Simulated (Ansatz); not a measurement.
hcp Y, treated with PBE-D4 in Ansatz (plane waves, PAW).

Run with plane-wave cutoff 520 eV, 18×18×10 k mesh (along the axes of the cell as run), Fermi–Dirac smearing 0.05 eV, scalar-relativistic PAW data made under PBE.

Computed at the level's own relaxed cell.

Question: Predict the bulk modulus B0, pressure derivative B′ of the bulk modulus, c axis length, equilibrium lattice constant a and equilibrium volume per atom.

Answer: 
bulk modulus B0: 41.8 GPa
pressure derivative B′ of the bulk modulus: 2.8
c axis length: 5.628 Å
equilibrium lattice constant a: 3.621 Å
equilibrium volume per atom: 31.95 Å³/atom

The run finds no gap.

Measured, for comparison: bulk modulus 41.7 GPa (zero-point energy and finite temperature contributions removed, our sources range from 37.3 to 41.7; as tabulated in doi:10.1021/acs.jctc.3c00612); lattice parameter c 5.732 Å, lattice constant a 3.648 Å (293 K, not corrected to a static lattice; as tabulated in Wikipedia's data pages). Computed (rounded) less measured: bulk modulus +0.2 % (+0.2 % to +12 % over the range), lattice parameter c -1.8 %, lattice constant a -0.7 %. A static lattice is as a rule a little smaller and stiffer than an uncorrected measurement, which narrows the difference in the lattice parameter c, lattice constant a and would widen misses of the other sign.

Note: the bulk modulus comes from volumes at which shape and atoms were relaxed.

The result took roughly 2.7 core-minutes.

Ansatz is a first-principles code.
